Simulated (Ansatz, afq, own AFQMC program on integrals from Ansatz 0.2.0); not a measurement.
# BH2+ (singlet): quantum Monte Carlo beside coupled cluster at distance B1–H2 = 1.930 Å, cc-pVDZ

The task here is to estimate one member of a computed series from the others.

Program: Ansatz 0.2.0, Gaussian basis, and an in-house AFQMC program (afq) on its integrals; all values are calculated. Level of theory: cc-pVDZ, frozen cores. These are calculated values, not measurements.

Plan: Full CI; PBE (unrestricted); r2SCAN (unrestricted); PBE0 (unrestricted); B3LYP (unrestricted); wB97M-V (unrestricted); CCSD(T) on RHF; B2PLYP (unrestricted); Full CI; CCSDT(Q) on RHF; Phaseless AFQMC, CISD trial on RHF; Phaseless AFQMC, single-determinant trial on RHF; UHF; CCSD(T) on UHF; CCSDT(Q) on UHF; Phaseless AFQMC, CISD trial on UHF; Phaseless AFQMC, single-determinant trial on UHF.

1 further run of the same task is left out (it didn't finish).

**The system**

The geometry derives from a PBE0/def2-TZVP stationary point (not a proven minimum). One bond is set to the value named and the two fragments are kept rigid.

3 atoms, charge 1, spin multiplicity 1.

Atoms are counted from 1 here; the program's logs count them from 0.

Bond lengths: B1–H3 1.179 Å.

Set-up of the first run:

in.yaml

```yaml
crystal:
  periodic: [false, false, false]
  atoms:
    - {symbol: B, position_ang: [0.000000, 0.000000, 0.250273]}
    - {symbol: H, position_ang: [0.000000, 0.000000, -1.679727]}
    - {symbol: H, position_ang: [0.000000, 0.000000, 1.429454]}
basis:
  gaussian: {orbitals: cc-pVDZ}
total_charge: 1
correlation: {method: fci, electrons: outside_noble_gas}
```

Launch:

```sh
$ ansatz run in.yaml --threads 1 --pin off --events-out ev --progress --plain --max-ram 16896MiB --backend cuda --devices 0, --max-vram 18GiB
```

Steps of the session up to this table: Full CI; PBE (unrestricted); r2SCAN (unrestricted); PBE0 (unrestricted); B3LYP (unrestricted); wB97M-V (unrestricted); CCSD(T) on RHF; B2PLYP (unrestricted); CCSDT(Q) on RHF; Phaseless AFQMC, CISD trial on RHF; Phaseless AFQMC, single-determinant trial on RHF; UHF; CCSD(T) on UHF; CCSDT(Q) on UHF; Phaseless AFQMC, CISD trial on UHF; Phaseless AFQMC, single-determinant trial on UHF.

One of the session's tables, all rows but one given; the rest of the session is left out.

It belongs to the step «AFQMC on the ladder». On the RHF determinant, counted from full CI (exact for this spin and basis):

```
                                                              level  from full CI (kcal/mol)
                                                                 HF                   +57.46
                                                                MP2                   +17.41
                                                               CCSD                        ?
                                                            CCSD(T)                    +0.42
                                                           CCSDT(Q)                    +0.02
                                                            full CI                     0.00
              Phaseless AFQMC, CISD trial, step 0.005, 4000 walkers                    +0.13
Phaseless AFQMC, single-determinant trial, step 0.005, 4000 walkers                    +0.16
```

Estimate the missing values for CCSD.

As computed: from full CI (kcal/mol): +1.28. In the column «from full CI (kcal/mol)» it lies between CCSD(T) (+0.42) and MP2 (+17.41).

Caveats from the session: On RHF the phaseless walk with the CISD trial lies +0.13 kcal/mol from full CI, within three error bars.
